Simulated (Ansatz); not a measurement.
## Equilibrium lattice constant a of Zn (model structure, started from the beta-Sn type, I4₁/amd, No. 141, 2 atoms in the cell) at several levels of theory

No measured value is used here.

```json
[
 {"level (code)": "PBE (Ansatz)", "value (Å)": "5.211"},
 {"level (code)": "PBEsol (Ansatz)", "value (Å)": "5.084"},
 {"level (code)": "PBE-D3(BJ) (Ansatz)", "value (Å)": "5.095"},
 {"level (code)": "r²SCAN (Ansatz)", "value (Å)": "…"}
]
```

Q: Complete the blanks.

A: 
- r²SCAN (Ansatz, a program for electronic structure), value (Å): 5.164

Ansatz's density-functional and Hartree–Fock values are scalar-relativistic unless marked +SOC, with PAW data made under PBE.

A model structure was made by putting elements into a prototype or built by hand; it is no filed structure, need not be a known phase, and can be a saddle point held by its symmetry.
